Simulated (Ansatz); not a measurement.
Cost and result for the atomization energy of C4H7ClO (`C/C(O)=C/CCl`) (13 atoms, 12 bonds).

```xyz
13

C    -1.488    0.957   -0.665
C    -0.373    0.338    0.103
O    -0.380    0.568    1.443
C     0.596   -0.399   -0.443
C     1.690   -1.015    0.331
Cl    1.515   -2.815    0.417
H    -2.454    0.584   -0.308
H    -1.406    0.729   -1.726
H    -1.486    2.046   -0.545
H    -1.148    1.095    1.674
H     0.563   -0.571   -1.511
H     1.707   -0.664    1.359
H     2.664   -0.851   -0.128
```

The species carries charge 0 and has multiplicity 1. Geometry: relaxed with PBE0-D4/def2-TZVP. It is one conformer, not always the lowest. Program: Ansatz. All runs use 2 threads of an AMD EPYC 7R13 on a shared host and a share of an NVIDIA H100 80 GB. Times are those of one run each, without the atoms' runs, and a repeat can differ threefold. Electronic energies, without spin–orbit coupling; frozen cores. CCSD(T)/CBS adds CCSD(T) − MP2 in def2-TZVPP to the MP2 limit, and its time is that of the two runs behind it. T1 = 0.011. B3LYP takes the VWN-RPA correlation (the form of Gaussian; ORCA's B3LYP/G).

CCSD(T)/CBS is a level of theory with its own doubt, some kJ/mol a heavy atom from the limit and from the frozen cores, so smaller differences don't rank the functionals.

| level | functions | wall time |
| --- | --- | --- |
| MP2/def2-QZVPP | 565 | 8 s |
| r2SCAN-D4/def2-TZVPP (with forces) | 295 | 12 s |
| ωB97X-V/def2-TZVPP | 295 | 13 s |
| PBE-D4/def2-TZVPP (with forces) | 295 | 15 s |
| ωB97M-V/def2-TZVPP (with forces) | 295 | 15 s |
| PBE0-D4/def2-TZVPP | 295 | 15 s |
| CCSD(T)/def2-TZVPP | 295 | 16 s |
| B3LYP-D4/def2-TZVPP (with forces) | 295 | 17 s |
| B2PLYP/def2-TZVPP | 295 | 18 s |
| CCSD(T)/CBS(def2) | – | 24 s |

**Question.** What atomization energy does each give, and how far from CCSD(T)/CBS? (Estimate.)

**Answer.** Computed: 
| level | atomization (kJ/mol) | difference from CCSD(T)/CBS | per bond |
| --- | --- | --- | --- |
| MP2/def2-QZVPP | 5242.4 | 52.1 | 4.3 |
| r2SCAN-D4/def2-TZVPP (with forces) | 5218.9 | 28.6 | 2.4 |
| ωB97X-V/def2-TZVPP | 5195.7 | 5.4 | 0.4 |
| PBE-D4/def2-TZVPP (with forces) | 5347.8 | 157.5 | 13.1 |
| ωB97M-V/def2-TZVPP (with forces) | 5210.5 | 20.2 | 1.7 |
| PBE0-D4/def2-TZVPP | 5242.7 | 52.4 | 4.4 |
| CCSD(T)/def2-TZVPP | 5060.8 | -129.5 | -10.8 |
| B3LYP-D4/def2-TZVPP (with forces) | 5189.6 | -0.7 | -0.1 |
| B2PLYP/def2-TZVPP | 5139.4 | -50.9 | -4.2 |
| CCSD(T)/CBS(def2) | 5190.3 | 0.0 | 0.0 |

From PBE to PBE0 (25 % exact exchange), in def2-TZVPP and without D4, the atomization energy moves by −101.0 kJ/mol: exact exchange takes away binding that semilocal exchange gives to molecules. In def2-TZVPP, CCSD(T) changes the Hartree–Fock value by +1288.4 kJ/mol (the triples alone add +85.4 kJ/mol) and MP2 by +1393.8 kJ/mol; breaking electron pairs costs correlation energy, which Hartree–Fock lacks. The D4 term adds +41.9 kJ/mol with B3LYP and +22.2 kJ/mol with PBE0; it sums over pairs of atoms, weighted by their polarisabilities, and B3LYP, whose exchange is more repulsive, gets the larger term.
